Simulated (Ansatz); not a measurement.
## [BH$_{2}$···H···CH$_{2}$], triplet: the ladder up to UCCSDT(Q)

Geometry: a point of a hydrogen-transfer path between rigid fragments, not a stationary point.

| atom | x (Å) | y (Å) | z (Å) |
| --- | --- | --- | --- |
| B | -1.5151 | 0.0000 | 0.0000 |
| H | -2.1119 | 1.0336 | 0.0000 |
| H | -2.1119 | -1.0336 | 0.0000 |
| H | -0.4051 | 0.0000 | 0.0000 |
| C | 1.4409 | 0.0000 | 0.0000 |
| H | 1.8553 | 0.0000 | 0.9962 |
| H | 1.8553 | 0.0000 | -0.9962 |

Basis cc-pVDZ; Ansatz 0.2.0. Only valence electrons are correlated (noble-gas cores frozen), which leaves 12 electrons in 51 orbitals. Prefix R: restricted or restricted open-shell reference; prefix U: unrestricted. Active spaces: pair = (4e, 4o) about the gap.

Full CI isn't at hand for all of this; UCCSDT(Q) serves as the reference, and is uncertain by about the last step of the cluster series. The frozen core follows each run's orbitals, which can shift R against U totals by a few meV.

For open shells CISD is restricted-active-space CI with the open shells as a complete middle space.

* UHF ⟨S²⟩: 2.018
* T1 diagnostic (RCCSD): 0.0171
* largest doubles amplitude (RCCSD): 0.042
* T1 diagnostic (UCCSD): 0.0094

```csv
level,E − E(RHF) (eV)
UHF,-0.1669
RMP2,-5.3260
UMP2,-5.3397
RCCSD,-6.5338
UCCSD,-6.5362
RCCSD(T),-6.6381
UCCSD(T),-6.6387
```

Task: Estimate how far UCCSDT(Q) in cc-pVDZ lies from RCCSD(T). The table doesn't fix it; the size of (T) and the diagnostics are the guide.

Result: UCCSDT(Q) in cc-pVDZ lies 2.5 kJ/mol below RCCSD(T), which is 25 % of the (T) step (-10.1 kJ/mol). The diagnostics are small and one determinant leads, so the series closes fast and only a small part of (T) is left.

The other levels:

| level | E − E(UCCSDT(Q)) (kJ/mol) | share of correlation (%) | wall time |
| --- | --- | --- | --- |
| CISD | 57.5 | 91.06 | 7 s |
| BCCD(T) | 2.5 | 99.61 | 1.7 s |
| RCCSDT | 0.4 | 99.93 | – |
| UCCSDT | 0.3 | 99.95 | – |
| RCCSDT(Q) | 0.1 | 99.99 | 86 s |

The correlation energy at UCCSDT(Q), counted from RHF, is -6.664 eV. That run took 70 s on 1 thread of Arm Neoverse V2, shared host.

Run but not shown, since their state or frozen core can't be matched to the reference's or they repeat it: CASSCF (pair space), NEVPT2 (pair space).

Times hold each run's SCF and search for its determinant on a shared host, so for small cases they say little of a method's own cost; they ran on 1 thread of Arm Neoverse V2.
